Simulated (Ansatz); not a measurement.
Input file:

```yaml
crystal:
  periodic: [false, false, false]
  atoms:
    - {symbol: Cl, position_ang: [0.000000, 0.000000, 0.000000]}
    - {symbol: H, position_ang: [0.000000, 0.000000, 2.048000]}
basis:
  gaussian: {orbitals: cc-pVDZ}
magnetization: {spin_polarized: true, initial_magnetization: 0}
correlation: {method: ccsdt_q, electrons: outside_noble_gas}
```

```sh
$ ansatz run in.yaml --threads 1 --pin off --events-out ev --progress --plain --max-ram 2393MiB
```

Roughly how long does this take on 1 thread of Arm Neoverse V1, shared host, and how much host memory?

3.5 s wall and 0.1 GiB.

```
398 factors; integrals over basis functions are off by at most 1.0e-7 eV
mean field evaluation 1: about -12514.7541 eV, gradient 1.1e1 eV
mean field evaluation 2: about -12514.7563 eV, gradient 1.1e1 eV
mean field evaluation 4: about -12516.1689 eV, gradient 1.4e0 eV
mean field evaluation 8: about -12516.1914 eV, gradient 9.9e-4 eV
mean field evaluation 16: about -12516.8800 eV, gradient 2.8e-1 eV
mean field evaluation 32: about -12516.8827 eV, gradient 2.0e-4 eV
mean field evaluation 64: about -12516.8827 eV, gradient 1.1e-6 eV
mean field evaluation 96: about -12516.7613 eV, gradient 2.1e0 eV
mean field evaluation 128: about -12515.7971 eV, gradient 7.8e-4 eV
mean field evaluation 160: about -12515.7946 eV, gradient 1.9e-1 eV
...
cycle   8  -4.51510895 eV  change    4.1e-3 eV  update   8.1e-4
cycle   9  -4.51792754 eV  change   -2.8e-3 eV  update   4.3e-4
cycle  10  -4.51743646 eV  change    4.9e-4 eV  update   1.4e-4
cycle  11  -4.51782097 eV  change   -3.8e-4 eV  update   8.0e-5
cycle  12  -4.51793315 eV  change   -1.1e-4 eV  update   2.0e-5
cycle  13  -4.51789243 eV  change    4.1e-5 eV  update   7.2e-6
cycle  14  -4.51789420 eV  change   -1.8e-6 eV  update   1.8e-6
cycle  15  -4.51789609 eV  change   -1.9e-6 eV  update   5.2e-7
cycle  16  -4.51789699 eV  change   -9.0e-7 eV  update   2.1e-7
cycle  17  -4.51789704 eV  change   -5.2e-8 eV  update   7.9e-8
perturbative correction -0.01607058 eV, -0.0005905828 hartree
Total energy: -12521.41664248 eV, -460.1535742902 hartree
```

For the same geometry and basis full CI lies 1.7 meV lower.
